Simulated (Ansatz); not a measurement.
Isomers

Structures of CH₇BN (charge +1), singlet, relaxed at PBE0-D4/def2-TZVP (vibrations not checked; lower isomers may exist, and structures with a doubtful reference or unclear bonds are left out). Program: Ansatz 0.2.0. Basis: def2-TZVPP. Cores are frozen in the correlated methods. B3LYP uses VWN-RPA correlation.

(1) Rank them by CCSD(T) energy, lowest first, and give each one's height above the lowest. Links in brackets join atoms within 1.22 times the sum of their covalent radii (1.1 for two metals). (Judge from chemistry; the value comes from the calculation.)
A.
CH₇BN ([CH3][BH][NH3]), total charge +1
```
10
angstrom
C -0.2109 0.7992 -0.9255
B -0.0695 -0.5764 -0.3000
N 0.7448 -0.7549 1.0194
H -0.4898 -1.6099 -0.7049
H -1.2168 0.9475 -1.3313
H 0.0820 1.6601 -0.3228
H 0.4298 0.7855 -1.8257
H 1.4696 -1.4711 0.9104
H 1.1865 0.1011 1.3603
H 0.1310 -1.1072 1.7621
```
B.
CH₇BN ([CH2][NH][BH2]1[H][H]1), total charge +1
```
10
angstrom
B 0.5928 -0.4185 0.6471
N -0.1559 0.6104 -0.2172
C -1.3438 0.4627 -0.6459
H -1.8568 -0.4795 -0.4757
H -1.8473 1.2697 -1.1707
H 0.2688 1.5214 -0.3811
H 1.4428 -1.0829 -0.2293
H 1.1129 0.0476 1.6163
H 0.0185 -1.4527 0.7888
H 1.8830 -0.4957 0.1564
```
C.
CH₇BN ([BH2][NH2][CH3]), total charge +1
```
10
angstrom
B -1.1551 0.1205 -0.8689
N 0.1268 0.5102 -0.1226
C 0.7616 -0.5218 0.7578
H -1.5587 -0.9786 -0.7038
H -1.6214 0.9709 -1.5474
H -0.0746 1.3594 0.4193
H 0.8038 0.8407 -0.8213
H 1.6546 -0.1042 1.2185
H 0.0435 -0.8128 1.5211
H 1.0196 -1.3842 0.1473
```

(2) Do PBE-D4, r2SCAN-D4, PBE0-D4, B3LYP-D4, wB97M-V, HF, MP2 give the same order? (Judge from chemistry; the calculation decides.)

No T1 diagnostic of these runs exceeds 0.015.

For scale, one of the runs: CCSD(T)/def2-TZVPP, 191 basis functions, launched by `ansatz run in.yaml --threads 2 --pin off --events-out ev --progress --plain --max-ram 4352MiB`. Hardware: 2 CPU threads of an Arm Neoverse V1, shared host. Wall time 32 s; peak host memory 2.1 GiB.

Results:

(1) By the calculation: A (0.0 kJ/mol), C (86.5 kJ/mol), B (197.9 kJ/mol). Heights count from the lowest.

(2) The calculation gives: All do.
